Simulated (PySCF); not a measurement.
**triplet AlH3: levels of theory compared**

Aim: a comparison of 6 runs (UB3LYP/6-31G, UM06-2X/6-31G, NEVPT2(4,4)/6-31G, UCCSDT/6-31G, ROCCSD(T)/6-31G, FCI/6-31G) of triplet AlH3. 

The results are computed with PySCF 2.14.0.

8 further runs of the same task are left out: 8 set aside as unsound or not needed.

## (1) The structure to begin with

AlH3 has 4 atoms, charge 0, and is taken as a triplet. As SMILES of the parent species, `[H][Al]([H])[H]`. Geometry: a GFN2-xTB relaxation, a rough one for these elements and not checked as a minimum. That shape belongs to the parent species and isn't relaxed for this state.

Bond lengths: Al1–H2 1.553 Å, Al1–H3 1.553 Å, Al1–H4 1.553 Å. Angles: H2–Al1–H3 120.0°, H2–Al1–H4 120.0°, H3–Al1–H4 120.0°.

## (2) The energy at UB3LYP/6-31G (run 1)

File job.py:

```python
from pyscf import gto, dft

molecule = gto.M(
    atom='''
Al      -0.000010      -0.000020       0.000020
H        1.552650      -0.030520       0.014610
H       -0.749810       1.359840      -0.019120
H       -0.802830      -1.329300       0.004480
''',
    max_memory=1860,
    verbose=4,
    spin=2,
    basis='6-31g',
    charge=0,
)

myscf = dft.UKS(molecule, xc='b3lyp')
myscf.conv_tol = 1e-10
myscf.grids.level = 5
myscf.kernel()
if not myscf.converged:
    myscf = myscf.newton().run(myscf.mo_coeff, myscf.mo_occ)

energy = myscf.e_tot
print('E(%s) = %.9f' % ('B3LYP', energy))
```

On the command line:

```bash
OMP_NUM_THREADS=1 python job.py
```

The log of the run:

```text
PySCF version 2.14.0

[INPUT] num. atoms = 4
[INPUT] num. electrons = 16
[INPUT] charge = 0
[INPUT] spin (= nelec alpha-beta = 2S) = 2
[INPUT] symmetry False subgroup None
[INPUT] Mole.unit = angstrom
[INPUT] Symbol           X                Y                Z      unit          X                Y                Z       unit  Magmom
[INPUT]  1 Al    -0.000010000000  -0.000020000000   0.000020000000 AA   -0.000018897261  -0.000037794522   0.000037794522 Bohr   0.0
[INPUT]  2 H      1.552650000000  -0.030520000000   0.014610000000 AA    2.934083267306  -0.057674441322   0.027608898680 Bohr   0.0
[INPUT]  3 H     -0.749810000000   1.359840000000  -0.019120000000 AA   -1.416935545460   2.569725173229  -0.036131563502 Bohr   0.0
[INPUT]  4 H     -0.802830000000  -1.329300000000   0.004480000000 AA   -1.517128824585  -2.512012937384   0.008465973038 Bohr   0.0

nuclear repulsion = 13.8794596526858
number of shells = 13
number of NR pGTOs = 58
number of NR cGTOs = 19
basis = 6-31g
ecp = {}

[... 35 lines left out ...]
[... the frontier-level lines of each cycle are left out ...]
[... 11 lines left out ...]
[... 11 lines left out ...]
[... 11 lines left out ...]
[... 11 lines left out ...]
[... 11 lines left out ...]
[... 11 lines left out ...]
[... 11 lines left out ...]
[... 5 lines left out ...]

cycle= 16 E= -243.998068408785  delta_E= -2.04e-08  |g|= 4.76e-05  |ddm|= 0.000474


cycle= 17 E= -243.998068400289  delta_E= 8.5e-09  |g|= 3.11e-05  |ddm|= 0.000402


cycle= 18 E= -243.998068398701  delta_E= 1.59e-09  |g|= 2.7e-06  |ddm|= 0.000377


cycle= 19 E= -243.998068398711  delta_E= -9.83e-12  |g|= 6e-08  |ddm|= 7.84e-06


Extra cycle  E= -243.998068398712  delta_E= -7.39e-13  |g|= 4.14e-08  |ddm|= 3.44e-07
converged SCF energy = -243.998068398712  <S^2> = 2.01429  2S+1 = 3.0095116
E(B3LYP) = -243.998068399
```

Run time: 5.4 s. Hardware: 1 thread of Arm Neoverse V1, shared host; peak memory 0.19 GiB.

## (3) A single-point energy at UM06-2X/6-31G (run 2)

File job.py:

```python
from pyscf import gto, dft

system = gto.M(
    atom='''
Al      -0.000010      -0.000020       0.000020
H        1.552650      -0.030520       0.014610
H       -0.749810       1.359840      -0.019120
H       -0.802830      -1.329300       0.004480
''',
    basis='6-31g',
    max_memory=1860,
    spin=2,
    verbose=3,
)

myscf = dft.UKS(system, xc='m06-2x')
myscf.grids.level = 5
myscf.conv_tol = 1e-10
myscf.kernel()
if not myscf.converged:
    myscf = myscf.newton().run(myscf.mo_coeff, myscf.mo_occ)

etot = myscf.e_tot
print(f'total energy: {etot:.8f} hartree')
```

On the command line:

```bash
OMP_NUM_THREADS=1 python job.py
```

The log of the run:

```text
WARN: HOMO -0.0680713929911988 >= LUMO -0.335713288915635

WARN: HOMO -0.182269452643432 >= LUMO -0.282173284717577

WARN: HOMO -0.172883468100909 >= LUMO -0.244899208539593

WARN: HOMO -0.17359787770463 >= LUMO -0.241416152348241

WARN: HOMO -0.173375410239872 >= LUMO -0.240763922019014

WARN: HOMO -0.173474103203843 >= LUMO -0.240699820568596

WARN: HOMO -0.173453518053252 >= LUMO -0.240675910563824

WARN: HOMO -0.173448977224968 >= LUMO -0.240677173642177

WARN: HOMO -0.173456876754659 >= LUMO -0.240686290543037

WARN: HOMO -0.173456260202544 >= LUMO -0.240686047325597

WARN: HOMO -0.173455975231466 >= LUMO -0.240685715563504

WARN: HOMO -0.173456109544516 >= LUMO -0.240681079043129

WARN: HOMO -0.173456100241734 >= LUMO -0.240684291822561

WARN: HOMO -0.173456376874636 >= LUMO -0.240686203842714

WARN: HOMO -0.173456212256772 >= LUMO -0.240686128678438

WARN: HOMO -0.173456263951927 >= LUMO -0.240685944675441

converged SCF energy = -243.932555279582  <S^2> = 2.0163615  2S+1 = 3.0108879
total energy: -243.93255528 hartree
```

Wall time 6.3 s (1 thread of Arm Neoverse V1, shared host); peak memory 0.2 GiB.

Run 3 isn't shown in full; the table further down has it.

## (4) A single-point energy at UCCSDT/6-31G (run 4)

File run.py:

```python
from pyscf import gto, scf, cc

system = gto.Mole()
system.atom = '''
Al    -0.000019    -0.000038     0.000038
H      2.934083    -0.057674     0.027609
H     -1.416936     2.569725    -0.036132
H     -1.517129    -2.512013     0.008466
'''
system.basis = '6-31g'
system.max_memory = 1860
system.unit = 'bohr'
system.verbose = 3
system.spin = 2
system.build()

myscf = scf.UHF(system)
myscf.conv_tol = 1e-10
myscf.kernel()
if not myscf.converged:
    myscf = myscf.newton().run(myscf.mo_coeff, myscf.mo_occ)

mycc = cc.CCSDT(myscf, frozen=5)
mycc.kernel()
e_final = mycc.e_tot
print('E = %.10f Eh' % e_final)
```

On the command line:

```bash
OMP_NUM_THREADS=1 python run.py
```

The log of the run:

```text
WARN: HOMO -0.00851886105511079 >= LUMO -0.333731248752303

converged SCF energy = -243.395991247944  <S^2> = 2.0738694  2S+1 = 3.0488486
_make_eris_incore_UCCSDT

WARN: A large `blksize_v_aaa` is being used, which may cause large memory consumption
      for storing contraction intermediates. If memory is sufficient, consider using
      `pyscf.cc.uccsdt_highm.UCCSDT` instead.

WARN: A large `blksize_v_aab` is being used, which may cause large memory consumption
      for storing contraction intermediates. If memory is sufficient, consider using
      `pyscf.cc.uccsdt_highm.UCCSDT` instead.

UCCSDT converged
E(UCCSDT) = -243.4589234644693   E_corr = -0.06293221652557192
E_corr(same-spin) = -0.00283532875390293
E_corr(oppo-spin) = -0.060096887771669
E = -243.4589234645 Eh
```

It took 1.7 s on 1 thread of Arm Neoverse V1, shared host; peak memory 0.11 GiB.

Run 5 isn't shown in full; the table further down has it.

## (5) The energy at FCI/6-31G (run 6)

File calc.py:

```python
from pyscf import gto, mcscf

system = gto.M(
    atom='''
Al    -0.000010    -0.000020     0.000020
H      1.552650    -0.030520     0.014610
H     -0.749810     1.359840    -0.019120
H     -0.802830    -1.329300     0.004480
''',
    verbose=3,
    basis='6-31g',
    spin=2,
    max_memory=1860,
)

hf = system.ROHF()
hf.conv_tol = 1e-10
hf.kernel()
if not hf.converged:
    hf = hf.newton().run(hf.mo_coeff, hf.mo_occ)

cas = mcscf.CASCI(hf, hf.mo_coeff.shape[-1] - 5, (system.nelec[0] - 5, system.nelec[1] - 5))  # full CI above the frozen core
cas.fix_spin_(ss=2.0)
cas.kernel()
e_final = cas.e_tot
print('Final energy', e_final)
```

On the command line:

```bash
OMP_NUM_THREADS=1 python calc.py
```

The log of the run:

```text
converged SCF energy = -243.384354470319
CASCI E = -243.458944191619  E(CI) = -7.13969475174963  S^2 = 2.0000000
Final energy -243.45894419161948
```

It took 3.9 s on 1 thread of Arm Neoverse V1, shared host; peak memory 0.14 GiB.

## (6) All runs side by side

| run | level | integration grid | active selection | energy (Eh) | dipole moment (D) of the reference | ⟨S²⟩ | wall time |
| --- | --- | --- | --- | --- | --- | --- | --- |
| 1 | UB3LYP/6-31G | 5 | – | -243.998068 | 1.78 | 2.014 | 5.4 s |
| 2 | UM06-2X/6-31G | 5 | – | -243.932555 | 1.80 | 2.016 | 6.3 s |
| 3 | NEVPT2(4,4)/6-31G | – | mp2 natural orbitals | -243.447942 | 1.95 | – | 0.97 s |
| 4 | UCCSDT/6-31G | – | – | -243.458923 | 1.77 | 2.074 | 1.7 s |
| 5 | ROCCSD(T)/6-31G | – | – | -243.458410 | 1.95 | 2.000 | 0.93 s |
| 6 | FCI/6-31G | – | – | -243.458944 | 1.95 | – | 3.9 s |

## (7) Summary of results

| quantity | value |
| --- | --- |
| run 6: total energy | -243.45894 Eh |
| run 6: dipole moment (Hartree–Fock density) | 1.95 D |
| run 6: correlation energy (5 core orbitals frozen) | -74.6 mEh |

Against full CI in this basis: UCCSDT +0.0 mEh; ROCCSD(T) +0.5 mEh. Totals of different functionals can't be ranked against each other. All runs together took 19 s, the longest 6.3 s.
